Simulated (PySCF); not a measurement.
Ionisation energy of Al by level of theory

Al [Ne] 3s2 3p1 (2P) → Al+ [Ne] 3s2 (1S), as a difference of total energies. Calculation: PySCF 2.14, in aug-cc-pVQZ-DK (7s6p4d3f2g, 84 functions); the spin-free X2C one-electron Hamiltonian (Gaussian nucleus). Correlated levels: valence: [Ne] frozen. The calculations carry no spin-orbit coupling.

| method | ionisation energy (eV) | plus first-order spin-orbit estimate | error of that sum (eV) |
| --- | --- | --- | --- |
| UHF | 5.598 | 5.606 | -0.380 |
| MP2 (valence) | 5.843 | 5.851 | -0.135 |
| SCS-MP2 (valence) | 5.830 | 5.838 | -0.148 |
| CCSD (valence) | 5.922 | 5.930 | -0.056 |
| CCSD(T) (valence) | 5.956 | 5.964 | -0.022 |

Reference: 5.986 eV (measured; NIST Atomic Spectra Database, ionization energies).

A first-order spin-orbit estimate (lowest level to lowest level, LS coupling) adds 0.008 eV.

Errors of the correlated levels include the incompleteness of this basis and the frozen core.
